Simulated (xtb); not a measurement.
SiCl₄, SMILES Cl[Si](Cl)(Cl)Cl. All values are semi-empirical tight-binding results from xtb (GFN2-xTB unless named), good for trends rather than for accurate numbers. Geometry optimised at GFN2-xTB. The isomer is the one that the SMILES or the coordinates give; other isomers of the formula were not compared.

Optimised geometry:

```xyz
5

Cl     1.1630    -1.1630     1.1630
Si     0.0000     0.0000     0.0000
Cl    -1.1630    -1.1630    -1.1630
Cl    -1.1630     1.1630     1.1630
Cl     1.1630     1.1630    -1.1630
```

| Item | Result |
|---|---|
| point group as xtb finds it | Td |
| orbital gap | 7.14 eV |
| dipole moment | 0.00 D |
| zero-point energy | 3.8 kcal/mol |
| G − E(el) at 298.15 K (modified RRHO) | -15.7 kcal/mol |
| static polarisability (D4 model) | 86.4 bohr³ |
| solvation energy, GFN2-xTB/ALPB(water) | -0.2 kcal/mol |
| solvation energy, GFN2-xTB/ALPB(thf) | -4.8 kcal/mol |

Computed atomic charges and the Wiberg bond orders between heavy atoms:
charges (e) Cl1 -0.14, Si2 0.56, Cl3 -0.14, Cl4 -0.14, Cl5 -0.14. Bond orders Cl1–Si2 1.13, Si2–Cl3 1.13, Si2–Cl4 1.13, Si2–Cl5 1.13.
